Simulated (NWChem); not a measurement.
Everything below was run with NWChem. System: C₂H₆, charge 0, spin multiplicity 1, displaced from the optimised geometry. Level: BP86/def2-TZVP.

Input file:

```
start mol
memory heap 200 mb stack 900 mb global 1100 mb
geometry units angstroms nocenter noautoz
  C      0.778022     0.045502     0.000000
  C     -0.778022    -0.045502     0.000000
  H      1.164951     0.594881     0.910775
  H      1.164951     0.594881    -0.910775
  H      1.257105    -0.979944     0.000000
  H     -1.164951    -0.594881     0.910775
  H     -1.164951    -0.594881    -0.910775
  H     -1.257105     0.979944     0.000000
  symmetry group C2h
end
basis spherical
  * library def2-tzvp
end
dft
  xc becke88 perdew86
  semidirect memsize 60000000 filesize 0
  iterations 100
  grid medium
end
task dft gradient
```

NWChem printed:

```
             Northwest Computational Chemistry Package (NWChem) 7.3.0
             --------------------------------------------------------

                                NWChem Input Module
                                -------------------

 Scaling coordinates for geometry "geometry" by  1.889725989
 (inverse scale =  0.529177249)

 Turning off AUTOSYM since
 SYMMETRY directive was detected!

                             Geometry "geometry" -> ""
                             -------------------------

 Output coordinates in angstroms (scale by  1.889725989 to convert to a.u.)

  No.       Tag          Charge          X              Y              Z
 ---- ---------------- ---------- -------------- -------------- --------------
    1 C                    6.0000     0.77802200     0.04550200     0.00000000
    2 C                    6.0000    -0.77802200    -0.04550200     0.00000000
    3 H                    1.0000     1.16495100     0.59488100     0.91077500
    4 H                    1.0000     1.16495100     0.59488100    -0.91077500
    5 H                    1.0000     1.25710500    -0.97994400     0.00000000
    6 H                    1.0000    -1.16495100    -0.59488100     0.91077500
    7 H                    1.0000    -1.16495100    -0.59488100    -0.91077500
    8 H                    1.0000    -1.25710500     0.97994400     0.00000000

 Effective nuclear repulsion energy (a.u.)      41.0150791077

            Nuclear Dipole moment (a.u.)
            ----------------------------
        X                 Y               Z
 ---------------- ---------------- ----------------
    -0.0000000000     0.0000000000     0.0000000000

      Symmetry information
      --------------------

 Group name             C2h
 Group number             21
 Group order               4
 No. of unique centers     3

      Symmetry unique atoms

     1    3    5


 Summary of "ao basis" -> "" (spherical)
 ------------------------------------------------------------------------------
       Tag                 Description            Shells   Functions and Types
 ---------------- ------------------------------  ------  ---------------------
[...]
          No. of atoms     :     8
          No. of electrons :    18
           Alpha electrons :     9
            Beta electrons :     9
          Charge           :     0
          Spin multiplicity:     1
          Use of symmetry is: on ; symmetry adaption is: on
          Maximum number of iterations: 100
          AO basis - number of functions:    98
                     number of shells:    46
          Convergence on energy requested:  1.00D-06
          Convergence on density requested:  1.00D-05
          Convergence on gradient requested:  5.00D-04

              XC Information
              --------------
                    Becke 1988 Exchange Functional  1.000
                Perdew 1981 Correlation Functional  1.000 local
                Perdew 1986 Correlation Functional  1.000 non-local

             Grid Information
             ----------------
          Grid used for XC integration:  medium
          Radial quadrature: Mura-Knowles
          Angular quadrature: Lebedev.
          Tag              B.-S. Rad. Rad. Pts. Rad. Cut. Ang. Pts.
          ---              ---------- --------- --------- ---------
          C                   0.70       49           8.0       434
          H                   0.35       45          10.0       434
          Grid pruning is: on
          Number of quadrature shells:   139
          Spatial weights used:  Erf1

          Convergence Information
          -----------------------
          Convergence aids based upon iterative change in
          total energy or number of iterations.
          Levelshifting, if invoked, occurs when the
          HOMO/LUMO gap drops below (HL_TOL):  1.00D-02
          DIIS, if invoked, will attempt to extrapolate
          using up to (NFOCK): 10 stored Fock matrices.

                    Damping( 0%)  Levelshifting(0.5)       DIIS
                  --------------- ------------------- ---------------
          dE  on:    start            ASAP                start
          dE off:    2 iters        100 iters           100 iters

      Screening Tolerance Information
      -------------------------------
          Density screening/tol_rho:  1.00D-10
          AO Gaussian exp screening on grid/accAOfunc:  14
          CD Gaussian exp screening on grid/accCDfunc:  20
          XC Gaussian exp screening on grid/accXCfunc:  20
          Schwarz screening/accCoul:  1.00D-08

                            NWChem DFT Gradient Module
                            --------------------------

  charge          =   0.00
  wavefunction    = closed shell

  Using symmetry

                         DFT ENERGY GRADIENTS

    atom               coordinates                        gradient
                 x          y          z           x          y          z
   1 C       1.470248   0.085986   0.000000   -0.005964  -0.000352   0.000000
   2 C      -1.470248  -0.085986   0.000000    0.005964   0.000352   0.000000
   3 H       2.201438   1.124162   1.721115    0.006911   0.008560   0.014103
   4 H       2.201438   1.124162  -1.721115    0.006911   0.008560  -0.014103
   5 H       2.375584  -1.851826   0.000000    0.008333  -0.015827   0.000000
   6 H      -2.201438  -1.124162   1.721115   -0.006911  -0.008560   0.014103
   7 H      -2.201438  -1.124162  -1.721115   -0.006911  -0.008560  -0.014103
   8 H      -2.375584   1.851826   0.000000   -0.008333   0.015827   0.000000

                 ----------------------------------------
                 |  Time  |  1-e(secs)   |  2-e(secs)   |
                 ----------------------------------------
                 |  CPU   |       0.00   |       0.81   |
                 ----------------------------------------
                 |  WALL  |       0.00   |       0.81   |
                 ----------------------------------------

 Task  times  cpu:        2.1s     wall:        2.1s

 Total times  cpu:        2.1s     wall:        2.1s
```
